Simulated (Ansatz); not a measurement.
Reaction (hydrogenolysis of a C–F bond): `FC1=C(F)N1` + H₂ → `FC1=CN1` + H–F

Gas-phase electronic energies from Ansatz, PBE0-D4/def2-TZVP geometries. CBS: MP2 limit from def2 TZ/QZ plus the TZ coupled-cluster correction, frozen cores. This one scheme is used for every species. DFT in def2-TZVPP. B3LYP here is the variant with VWN-RPA as its local correlation; programs differ in this.

**Question.** Is it downhill or uphill in electronic energy at CCSD(T)/CBS, and by how much? (An estimate is asked.)

**Answer.** Computed: Downhill: ΔE = -149.1 kJ/mol.

**Question.** What do these levels give: BLYP-D4, r2SCAN-D4, PBE0-D4, B3LYP-D4, ωB97X-V, PBE-QIDH, revPBE, BLYP, r2SCAN, MP2/def2-SVP, CCSD/def2-TZVPP, HF/def2-QZVPP? (An estimate is asked.)

**Answer.** Computed: BLYP-D4 -125.7, r2SCAN-D4 -130.4, PBE0-D4 -133.6, B3LYP-D4 -133.7, ωB97X-V -131.1, PBE-QIDH -143.4, revPBE -125.8, BLYP -127.8, r2SCAN -130.6, MP2/def2-SVP -130.4, CCSD/def2-TZVPP -147.5, HF/def2-QZVPP -151.3 kJ/mol.

Largest T1 diagnostic among the species: 0.013.

From r2SCAN to r2SCAN0 (25 % exact exchange), in def2-TZVPP and without D4, ΔE moves by −7.4 kJ/mol. At CCSD(T), def2-SVP lies +23.2 kJ/mol from the extrapolated value and def2-TZVPP +4.9 kJ/mol. Leaving LDA and LC-ωPBE aside and taking each functional with its dispersion term where it has one, the values, not all of them listed here, spread over 20.5 kJ/mol, from PBE-QIDH to revPBE-D4. LDA lies +6.6 kJ/mol from PBE without D4.
